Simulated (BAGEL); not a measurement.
# RI-MP2/cc-pVDZ (density fitting with qzvpp-jkfit) run of C3H4ClF (SMILES F[C@@H]1C[C@@H]1Cl)

What is the energy change on altering one bond length of C3H4ClF at RI-MP2/cc-pVDZ (density fitting with qzvpp-jkfit)? 

The results are computed with BAGEL 1.2.2.

6 further runs of the same task are left out: 6 that didn't finish.

### 1 The system as given

C3H4ClF: 9 atoms, total charge 0, spin state singlet. SMILES: `F[C@@H]1C[C@@H]1Cl`. The coordinates come from a GFN2-xTB relaxation.

Bond lengths: F1–C2 1.356 Å, C2–C3 1.496 Å, C2–C4 1.499 Å, C3–C4 1.501 Å, C4–Cl5 1.756 Å, C2–H6 1.084 Å, C3–H7 1.079 Å, C3–H8 1.079 Å, C4–H9 1.081 Å. Some angles: F1–C2–C3 118.1°, F1–C2–C4 119.1°, C3–C2–C4 60.2°, C2–C3–C4 60.0°, C2–C4–C3 59.8°, C2–C4–Cl5 119.6°, C3–C4–Cl5 118.9°, F1–C2–H6 110.1°, C3–C2–H6 121.7°, C4–C2–H6 120.1°.

### 2 The energy at RI-MP2/cc-pVDZ (density fitting with qzvpp-jkfit)

job.json reads:

```json
{ "bagel" : [

{
  "title" : "molecule",
  "basis" : "cc-pvdz.json",
  "df_basis" : "qzvpp-jkfit",
  "angstrom" : true,
  "geometry" : [
    { "atom" : "F", "xyz" : [    0.843200,    0.672680,   -1.583860 ] },
    { "atom" : "C", "xyz" : [    0.715220,    0.417450,   -0.258400 ] },
    { "atom" : "C", "xyz" : [    0.111740,   -0.888420,    0.152040 ] },
    { "atom" : "C", "xyz" : [   -0.654720,    0.387410,    0.349100 ] },
    { "atom" : "Cl", "xyz" : [   -2.057130,    0.700270,   -0.659550 ] },
    { "atom" : "H", "xyz" : [    1.541720,    0.859190,    0.286870 ] },
    { "atom" : "H", "xyz" : [   -0.218060,   -1.535630,   -0.645680 ] },
    { "atom" : "H", "xyz" : [    0.505600,   -1.401180,    1.015370 ] },
    { "atom" : "H", "xyz" : [   -0.787580,    0.788240,    1.344110 ] }
  ]
},
{ "title" : "hf" },
{ "title" : "mp2", "ncore" : 9 }

]}
```

The basis set cc-pVDZ is read from a file made from the Basis Set Exchange's data (not shown).

Started as:

```console
$ BAGEL_NUM_THREADS=1 BAGEL job.json > job.out
```

Log:

```text
* using 1 threads per process

  ===============================================================
  ===============================================================

  *** Geometry ***

  { "atom" : "F", "xyz" : [      1.593417,      1.271181,     -2.993062 ] },
  { "atom" : "C", "xyz" : [      1.351570,      0.788866,     -0.488305 ] },
  { "atom" : "C", "xyz" : [      0.211158,     -1.678870,      0.287314 ] },
  { "atom" : "C", "xyz" : [     -1.237241,      0.732099,      0.659703 ] },
  { "atom" : "Cl", "xyz" : [     -3.887412,      1.323319,     -1.246369 ] },
  { "atom" : "H", "xyz" : [      2.913429,      1.623634,      0.542106 ] },
  { "atom" : "H", "xyz" : [     -0.412074,     -2.901920,     -1.220158 ] },
  { "atom" : "H", "xyz" : [      0.955446,     -2.647846,      1.918771 ] },
  { "atom" : "H", "xyz" : [     -1.488311,      1.489558,      2.540000 ] },

  Number of auxiliary basis functions:      502

  Since a DF basis is specified, we compute 2- and 3-index integrals:
    o Being stored without compression. Storage requirement is 0.035 GB

  Number of basis functions:       94
  Number of electrons      :       48

    * METHOD: MOLECULE                             0.46

  *** RHF ***

  === Nuclear Repulsion ===
   221.3820940968

      * DIIS with orbital gradients will be used.

  === RHF iteration (cc-pvdz.json) ===
      0       -674.68953861          0.01156124           0.13
      1       -674.80675199          0.00569937           0.12
      2       -674.83215600          0.00150407           0.12
      3       -674.83449494          0.00046460           0.12
      4       -674.83462485          0.00008032           0.12
      5       -674.83463307          0.00002621           0.12
      6       -674.83463403          0.00000927           0.12
      7       -674.83463416          0.00000305           0.12
      8       -674.83463417          0.00000097           0.12
      9       -674.83463417          0.00000044           0.13
     10       -674.83463417          0.00000020           0.12
     11       -674.83463417          0.00000007           0.12
     12       -674.83463417          0.00000003           0.12
     13       -674.83463417          0.00000001           0.12
     14       -674.83463417          0.00000000           0.12
    * SCF iteration converged.

    * Permanent dipole moment:
           (   -0.520407,     0.357765,    -1.037013) a.u.

    * METHOD: HF                                   2.14

  *** RHF ***

  === Nuclear Repulsion ===
   221.3820940968

      * DIIS with orbital gradients will be used.

  === RHF iteration (cc-pvdz.json) ===
      0       -674.83463417          0.00000000           0.12
    * SCF iteration converged.

    * Permanent dipole moment:
           (   -0.520407,     0.357765,    -1.037013) a.u.

  === DF-MP2 calculation ===

    * freezing 9 orbitals
    * 3-index integral transformation done
    * assembly done

      MP2 correlation energy:   -0.7269443923      0.10

      MP2 total energy:       -675.5615785622

    * METHOD: MP2                                  0.37

  ===============================================================
```

It took 3.3 s on 1 thread of Arm Neoverse N1, shared host; peak memory 0.14 GiB.

### 3 The distorted shape, same level

input.json reads:

```json
{ "bagel" : [

{
  "title" : "molecule",
  "basis" : "cc-pvdz.json",
  "df_basis" : "qzvpp-jkfit",
  "angstrom" : true,
  "geometry" : [
    { "atom" : "F", "xyz" : [    1.544367,    0.516259,   -1.079563 ] },
    { "atom" : "C", "xyz" : [    1.416387,    0.261029,    0.245897 ] },
    { "atom" : "C", "xyz" : [    0.812907,   -1.044841,    0.656337 ] },
    { "atom" : "C", "xyz" : [    0.046447,    0.230989,    0.853397 ] },
    { "atom" : "Cl", "xyz" : [   -2.057130,    0.700270,   -0.659550 ] },
    { "atom" : "H", "xyz" : [    2.242887,    0.702769,    0.791167 ] },
    { "atom" : "H", "xyz" : [    0.483107,   -1.692051,   -0.141383 ] },
    { "atom" : "H", "xyz" : [    1.206767,   -1.557601,    1.519667 ] },
    { "atom" : "H", "xyz" : [   -0.086413,    0.631819,    1.848407 ] }
  ]
},
{
  "title" : "hf",
  "charge" : 0
},
{
  "title" : "mp2",
  "charge" : 0,
  "ncore" : 9
}

]}
```

The basis set cc-pVDZ is read from a file made from the Basis Set Exchange's data (not shown).

Started as:

```console
$ BAGEL_NUM_THREADS=1 BAGEL input.json > input.out
```

Log:

```text
* using 1 threads per process

  ===============================================================
  ===============================================================

  *** Geometry ***

  { "atom" : "F", "xyz" : [      2.918431,      0.975588,     -2.040078 ] },
  { "atom" : "C", "xyz" : [      2.676584,      0.493273,      0.464678 ] },
  { "atom" : "C", "xyz" : [      1.536172,     -1.974463,      1.240297 ] },
  { "atom" : "C", "xyz" : [      0.087772,      0.436506,      1.612687 ] },
  { "atom" : "Cl", "xyz" : [     -3.887412,      1.323319,     -1.246369 ] },
  { "atom" : "H", "xyz" : [      4.238442,      1.328041,      1.495089 ] },
  { "atom" : "H", "xyz" : [      0.912940,     -3.197513,     -0.267175 ] },
  { "atom" : "H", "xyz" : [      2.280459,     -2.943439,      2.871754 ] },
  { "atom" : "H", "xyz" : [     -0.163297,      1.193965,      3.492983 ] },

  Number of auxiliary basis functions:      502

  Since a DF basis is specified, we compute 2- and 3-index integrals:
    o Being stored without compression. Storage requirement is 0.035 GB

  Number of basis functions:       94
  Number of electrons      :       48

    * METHOD: MOLECULE                             0.46

  *** RHF ***

  === Nuclear Repulsion ===
   195.9383432859

      * DIIS with orbital gradients will be used.

  === RHF iteration (cc-pvdz.json) ===
      0       -674.52030268          0.01232475           0.13
      1       -674.65817917          0.00876031           0.12
      2       -674.72017286          0.00200263           0.13
      3       -674.72406044          0.00074503           0.13
      4       -674.72452288          0.00016868           0.13
      5       -674.72457358          0.00008353           0.13
      6       -674.72458472          0.00003864           0.13
      7       -674.72458859          0.00001743           0.13
      8       -674.72458958          0.00000877           0.13
      9       -674.72458979          0.00000351           0.13
     10       -674.72458983          0.00000147           0.12
     11       -674.72458983          0.00000064           0.13
     12       -674.72458983          0.00000036           0.13
     13       -674.72458983          0.00000020           0.13
     14       -674.72458983          0.00000011           0.13
     15       -674.72458983          0.00000006           0.13
     16       -674.72458983          0.00000002           0.13
     17       -674.72458983          0.00000001           0.13
     18       -674.72458983          0.00000001           0.13
    * SCF iteration converged.

    * Permanent dipole moment:
           (   -1.829744,     0.771127,    -1.708577) a.u.

    * METHOD: HF                                   2.70

  *** RHF ***

  === Nuclear Repulsion ===
   195.9383432859

      * DIIS with orbital gradients will be used.

  === RHF iteration (cc-pvdz.json) ===
      0       -674.72458983          0.00000000           0.12
    * SCF iteration converged.

    * Permanent dipole moment:
           (   -1.829743,     0.771127,    -1.708576) a.u.

  === DF-MP2 calculation ===

    * freezing 9 orbitals
    * 3-index integral transformation done
    * assembly done

      MP2 correlation energy:   -0.7322855372      0.10

      MP2 total energy:       -675.4568753707

    * METHOD: MP2                                  0.38

  ===============================================================
```

Wall time 3.9 s (1 thread of Arm Neoverse N1, shared host); peak memory 0.14 GiB.

### 4 Outcome

At RI-MP2/cc-pVDZ (density fitting with qzvpp-jkfit), 9 core orbitals frozen:

| quantity | value |
| --- | --- |
| first shape: total energy | -675.56158 Eh |
| first shape: correlation energy (9 core orbitals frozen) | -726.9 mEh |
| distorted shape: total energy | -675.45688 Eh |
| distorted shape: correlation energy (9 core orbitals frozen) | -732.3 mEh |
| energy change with the C4–Cl5 bond stretched from 1.756 to 2.633 Å | 2.849 eV |

In words: One bond (distorted shape) is far stretched, which a spin-restricted single reference describes badly; perturbation theory on it can break down and give far too much correlation. With the C4–Cl5 bond stretched from 1.756 to 2.633 Å the energy rises by 2.85 eV (275 kJ/mol). The first shape isn't relaxed at this level, so the change isn't measured from a minimum. A restricted reference can't describe the breaking bond well at this length.
